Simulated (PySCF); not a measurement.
## S: ionisation energy

S [Ne] 3s2 3p4 (3P) → S⁺ [Ne] 3s2 3p3 (4S), as a difference of total energies. Calculation: PySCF 2.14, in def2-QZVPPD (10s7p5d2f1g, 79 functions); no relativity, point nucleus. Correlated levels: valence: [Ne] frozen. The calculations carry no spin-orbit coupling.

```json
{"method": "UHF", "ionisation energy (eV)": "9.236"}
{"method": "MP2 (valence)", "ionisation energy (eV)": "10.084"}
{"method": "SCS-MP2 (valence)", "ionisation energy (eV)": "10.184"}
{"method": "CCSD (valence)", "ionisation energy (eV)": "10.198"}
{"method": "CCSD(T) (valence)", "ionisation energy (eV)": "10.242"}
```

Question: How much does correlation contribute at CCSD(T) (valence)?

Answer: 10.242 − (9.236) = 1.006 eV, measured against UHF.

Errors of the correlated levels include the incompleteness of this basis and the frozen core.

For comparison: 10.336 eV (measured; NIST levels, between the centres of gravity of the two terms).
